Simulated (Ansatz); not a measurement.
The same path of C3H4FN (9 atoms, charge 0, multiplicity 1) was run 3 times with different band settings. The coordinate that changes most is the dihedral H7–N1–C2–F3.

Theory: RKS BLYP/def2-SVP in Ansatz 0.2.0.

Relaxed end points:

```xyz
9
Properties=species:S:1:pos:R:3
N -0.391 0.899 -1.016
C 0.138 -0.159 -0.217
F 0.847 -1.117 -1.009
C -0.512 -0.680 1.010
C 0.604 0.006 1.181
H -1.012 0.508 -1.739
H 0.376 1.361 -1.526
H -1.334 -1.263 1.442
H 1.372 0.399 1.857
```

```xyz
9
Properties=species:S:1:pos:R:3
N -0.456 0.576 -1.267
C 0.108 -0.326 -0.295
F 0.699 -1.376 -1.007
C -0.510 -0.609 1.019
C 0.673 -0.003 1.048
H 0.263 0.854 -1.950
H -0.802 1.427 -0.810
H -1.360 -1.017 1.579
H 1.474 0.428 1.664
```

Common settings: movable images 7; start path through a guess of the saddle point; force threshold 0.03 eV/Å; end points relaxed.

| run | climbing image | spring | optimiser | iteration limit |
| --- | --- | --- | --- | --- |
| 1 | yes | 5.0 eV/Å² | quadratic models (default) | 42 |
| 2 | yes | 50.0 eV/Å² | quadratic models (default) | 46 |
| 3 | from the first iteration | 5.0 eV/Å² | fire | 58 |

**Question.** What does each run give, and how far can it be trusted?

**Answer.** Run 1: converged after 6 iterations, highest image 0.136 eV above the first end. A vibrational analysis at the climbing image gives one clearly imaginary mode, 223i cm⁻¹: a first-order saddle point.
Run 2: converged after 6 iterations, highest image 0.136 eV above the first end. Another band between the same ends (7 images) ends at a top of the same energy, where a vibrational analysis finds 1 clearly imaginary mode.
Run 3: converged after 52 iterations, highest image 0.137 eV above the first end. Another band between the same ends (7 images) ends at a top of the same energy, where a vibrational analysis finds 1 clearly imaginary mode.
